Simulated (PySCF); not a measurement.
Gas-phase reaction: 3 i-Si4H10 → 5 Si2H6 + 2 Si

Method: PySCF energies plus ideal-gas RRHO corrections (1 bar). † marks an energy on the PBE0/def2-TZVP geometry and frequencies; other levels use their own. 6-31G* has spherical d functions here. Open shells (unrestricted): Si (multiplicity 3, electronic degeneracy 9); the rest are closed-shell singlets. Spin-orbit splitting is ignored; it lowers the true energy and changes the entropy of Si. The harmonic model lacks anharmonicity and excited electronic states, which grow with temperature; levels with a mode under 35 cm⁻¹ are left out. Internal rotation in i-Si4H10, Si2H6 is treated as a harmonic vibration of one conformer, which makes the entropy rough.

```
level               ΔE electronic, kJ  ΔH°(298 K), kJ  ΔS°(298 K), J/K  ΔG°(1000 K), kJ
------------------  -----------------  --------------  ---------------  ---------------
HF/6-31G*                         571             555              480               93
HF/def2-TZVP†                     578             564              481              101
PBE/def2-TZVP†                    876             862              481              399
r2SCAN/def2-TZVP†                 892             877              481              415
LDA/def2-TZVP†                   1027            1012              481              550
ωB97M-V/def2-TZVP†                859             845              481              382
ωB97X-V/def2-TZVP†                898             883              481              421
```
ΔH° is lowest at HF/6-31G* and highest at LDA/def2-TZVP†. No reference value is set beside these.
